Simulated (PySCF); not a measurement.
# CH3NO (Nitrosomethane): the cost of one run

Programs: PySCF 2.14.0, with routines of our own; each step states its level. All values are computed. Atoms count from 0.

## 1. The starting structure

6 atoms, charge 0, multiplicity 1; geometry from: GFN2-xTB.

## 2. Relaxing the molecule at PBE0/6-31+G*

The job: settings as JSON, then the geometry in Å.

```
{"job": {"xc": "PBE0", "basis": "6-31+G*", "grid": 1, "kind": "geom"}, "charge": 0, "multiplicity": 1}
C     -0.419450     0.042671     0.022199
N      0.870397    -0.586674     0.125548
O      1.831305     0.066936    -0.211709
H     -0.860599     0.013496     1.019441
H     -1.032091    -0.599293    -0.612054
H     -0.386440     1.064854    -0.364998
```

The run is started by

```bash
> OMP_NUM_THREADS=1 python excited_run.py task.json out
```

One launch serves the whole session: the jobs run in the order shown.

Q: Estimate the wall time and peak memory of this first job on 1 thread of Intel Xeon Platinum 8488C, shared host.

About 5.4 s, with a peak of 0.29 GiB.
